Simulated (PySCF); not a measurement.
These compounds are isomers of formula C3H4FN.

A. SMILES [H]/N=C/C=C\F
B. `C=N/C=C\F`
C. `C(N=C)(=C)F`
D. `InChI=1S/C3H4FN/c1-5-3-2-4/h2-3H,1H2/b3-2+`

Spectrum 1. ¹H NMR (400 MHz, computed): δ 7.29 (m, 1H), 7.07 (m, 1H), 6.47 (m, 1H), 5.85 (ddd, J = 23.7, 4.0, 1.7 Hz, 1H). ¹³C{¹H} NMR (computed): δ 157.8 (CH, d, J = 366.5 Hz), 154.2 (CH2), 131.7 (CH).

Spectrum 2. ¹H NMR (400 MHz, computed): δ 7.60 (ddd, J = 18.6, 2.5, 1.3 Hz, 1H), 7.26 (dt, J = 18.6, 1.5 Hz, 1H), 5.13 (dt, J = 36.3, 1.2 Hz, 1H), 4.96 (dd, J = 2.4, 1.8 Hz, 1H). ¹³C{¹H} NMR (computed): δ 169.0 (C, d, J = 371.6 Hz), 155.2 (CH2, d, J = 20.5 Hz), 102.8 (CH2, d, J = 36.5 Hz).

Spectrum 3. ¹H NMR (400 MHz, computed): δ 7.61 (ddt, J = 86.3, 10.9, 1.2 Hz, 1H), 7.37 (ddd, J = 18.3, 2.0, 1.3 Hz, 1H), 7.07 (m, 1H), 6.85 (ddd, J = 10.9, 5.4, 1.7 Hz, 1H). ¹³C{¹H} NMR (computed): δ 167.8 (CH, d, J = 349.5 Hz), 155.3 (CH2), 136.6 (CH, d, J = 29.9 Hz).

Spectrum 4. ¹H NMR (400 MHz, computed): δ 10.44 (br s, 1H), 8.70 (dd, J = 9.8, 1.1 Hz, 1H), 7.00 (ddd, J = 88.3, 5.9, 1.1 Hz, 1H), 5.71 (ddd, J = 35.6, 9.8, 5.9 Hz, 1H). ¹³C{¹H} NMR (computed): δ 167.9 (CH, d, J = 4.5 Hz), 165.0 (CH, d, J = 358.2 Hz), 121.6 (CH, d, J = 5.5 Hz).

PySCF 2.14 calculation with B3LYP/pcJ-1 coupling constants, structure optimised with PBE0-D3(BJ)/def2-SVP and σ from GIAO-PBE0/pcSseg-1; averaged over atoms made equivalent by symmetry, fast rotation or ring inversion, isolated molecule, non-relativistic, a single conformation.

Chemical shifts δ = σref − σ; ¹H (31.27 ppm), ¹³C (184.41 ppm) vs TMS, all at this level. Multiplet labels drop J under 1 Hz and among equivalent protons, and merge close values. Unscaled 3J(H,H) run several per cent high. One-bond C–F couplings are unscaled and too large by tens of Hz. Shifts are as computed. Against solution values, carbons near 30 ppm lie about +2 ppm off and those near 130 ppm about +5 ppm. Of 1211 compounds with measured shifts, 218 miss one by over three times the rms of a fit or turn the order of signals round; such compounds aren't used in these exercises. OH and NH positions are gas-phase values without hydrogen bonding to other molecules.

Match each spectrum to its structure.

## Answers

1–B, 2–C, 3–D, 4–A.

- Spectrum 1 (B): 3 ¹³C signals; δC 157.8 is an alkene CH; δC 131.7 is an alkene CH.
- Spectrum 2 (C): 3 ¹³C signals; δC 102.8 is a terminal =CH2 carbon; δH 5.13 is the hydrogen on a terminal =CH2 carbon.
- Spectrum 3 (D): 3 ¹³C signals; δC 136.6 is an alkene CH; δH 7.61 is the hydrogen on an alkene CH.
- Spectrum 4 (A): 3 ¹³C signals; δC 165.0 is an alkene CH; δC 121.6 is an alkene CH.
